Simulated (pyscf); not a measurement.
PySCF, gas phase, ωB97X-D3(BJ)/def2-SVP geometries. MP2 and CC: frozen core, UHF for open shells. ΔMP2 is the change of the MP2 total energy from the triple- to the quadruple-zeta basis.

### Question
PBE/def2-TZVP puts the barrier of `[NH3]` + `[NH2]` [doublet] → `[NH2][NH2]` + `[H]` [doublet] (substitution at N; doublet surface; H–N broken, N–N formed) at 159.8 kJ/mol and the reaction energy at +152.4 kJ/mol, from the separated reactants. What do r²SCAN/def2-TZVP, PBE0-D3(BJ)/def2-TZVP, CCSD(T)/def2-TZVPP + ΔMP2(QZVPP) give on the same structures?

### Answer
r²SCAN: ΔE‡ = 189.2 kJ/mol, ΔE = +181.5 kJ/mol; PBE0-D3(BJ): ΔE‡ = 194.9 kJ/mol, ΔE = +159.9 kJ/mol; CCSD(T): ΔE‡ = 220.5 kJ/mol, ΔE = +180.1 kJ/mol. PBE's barrier lies under all of them, by 29.3 to 60.7 kJ/mol. Its reaction energy lies under all of them, by 7.5 to 29.0 kJ/mol. The same reactants have a lower exit, to NH₃ + NH₂• (barrier +41.3 kJ/mol at ωB97M-D3(BJ), against +214.6 kJ/mol here). This is the saddle that the search found; another between the same sides may lie lower. The angle at the attacked N is 157°. The CCSD(T) − MP2 part came from Ansatz, without density fitting, on the same reference.
